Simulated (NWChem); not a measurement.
Correlation energy of F (+1)

```xyz
1

F      0.0000     0.0000     0.0000
```
Charge +1, spin multiplicity 3.

Everything below was run with NWChem.

Basis set: cc-pVTZ. Each correlation energy counts from its own Hartree-Fock reference.

The correlated methods keep 1 core orbital frozen. The stability of the SCF solutions was not checked. Open-shell Hartree-Fock references start from PBE0 orbitals. Coupled-cluster values serve here as a point of comparison, not as the truth.

```tsv
method	correlation energy (mHa)
CCSD[T] on UHF	-160.6
CCSD on UHF	[?]
CCSD(T) on ROHF	-167.1
UMP2	-143.2
URI-MP2	-143.2
CCSD on ROHF	[?]
CCSD(T) on UHF	-160.5
CCSDT on ROHF	-167.2
CCSD[T] on ROHF	-167.1
SCS-UMP2	[?]
```

Some entries are withheld; supply them.


- CCSD on UHF, correlation energy (mHa): -158.5
- CCSD on ROHF, correlation energy (mHa): -164.9
- SCS-UMP2, correlation energy (mHa): -141.5
